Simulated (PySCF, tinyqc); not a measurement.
RHF in the sto-3g basis, for CH2, spin multiplicity 1, step by step (part 2 of 2). The lowest restricted solution is unstable here: a spin-polarised one lies 0.0200 hartree lower (PySCF). Computed by tinyqc, a small Python program that keeps every step (integrals from PySCF). Command: `OMP_NUM_THREADS=1 python tinyqc.py 24337 24338 out.jsonl` (the two numbers bound the seeds that draw the settings). One thread of a shared host (Intel(R) Xeon(R) Processor @ 2.60GHz), about 0.06 s of CPU time with the checks.

Geometry (angstrom):
```
atom         x          y         z
C     0.000000   0.000000  0.000000
H     0.000000   1.080000  0.811000
H     0.000000  -1.080000  0.811000
```

## Convergence

Stop when the energy changes by less than 1e-08 hartree and every element of the error matrix X^T (F D S - S D F) X is below 3e-05.

Course of the cycle:
```
iteration   E (hartree)     change  largest element of the error matrix
1          -32.34312440          -                             6.78e+00
2          -37.89619256  -5.55e+00                             3.81e-01
3          -38.20551547  -3.09e-01                             1.18e-01
4          -38.26038552  -5.49e-02                             7.64e-02
5          -38.30146632  -4.11e-02                             3.91e-02
6          -38.31021996  -8.75e-03                             2.52e-02
7          -38.31314061  -2.92e-03                             1.35e-02
8          -38.31428595  -1.15e-03                             4.44e-03
9          -38.31440305  -1.17e-04                             1.18e-03
10         -38.31440579  -2.73e-06                             3.69e-04
11         -38.31440600  -2.16e-07                             5.32e-05
12         -38.31440601  -4.08e-09                             5.70e-06
```

PySCF RHF in the same basis = -38.31440601 hartree

Converged in 12 iterations.

## Populations, bond orders and dipole

D after iteration 12, lower triangle:
```
            1C 1s      1C 2s     1C 2px     1C 2py    1C 2pz      2H 1s     3H 1s
1C 1s    2.111323
1C 2s   -0.447005   1.846930
1C 2px  -0.000002   0.000008   0.000000
1C 2py   0.000000   0.000001  -0.000002   0.572604
1C 2pz   0.141432  -0.647064  -0.000011   0.000000  1.099008
2H 1s   -0.044462   0.036253  -0.000007   0.509849  0.504705   0.761934
3H 1s   -0.044462   0.036253  -0.000003  -0.509851  0.504702  -0.146012  0.761935
```

overlap S, lower triangle:
```
           1C 1s     1C 2s    1C 2px     1C 2py    1C 2pz     2H 1s     3H 1s
1C 1s   1.000000
1C 2s   0.248362  1.000000
1C 2px  0.000000  0.000000  1.000000
1C 2py  0.000000  0.000000  0.000000   1.000000
1C 2pz  0.000000  0.000000  0.000000   0.000000  1.000000
2H 1s   0.034171  0.352643  0.000000   0.295289  0.221740  1.000000
3H 1s   0.034171  0.352643  0.000000  -0.295289  0.221740  0.091154  1.000000
```

Mulliken: Z minus the diagonal of D S on the atom; Loewdin: the same with S^(1/2) D S^(1/2); Mayer order: 2 sum_s sum (D(s) S)_ij (D(s) S)_ji over the two atoms.

Charges (e):
```
atom   Mulliken    Loewdin
1C     0.044712   0.067598
2H    -0.022356  -0.033798
3H    -0.022356  -0.033799
```

Mayer bond orders:
```
pair     order
2-1   0.988698
3-1   0.988698
3-2   0.010802
```

dipole moment about the origin, x y z (debye): -0.000021  0.000002  1.217009
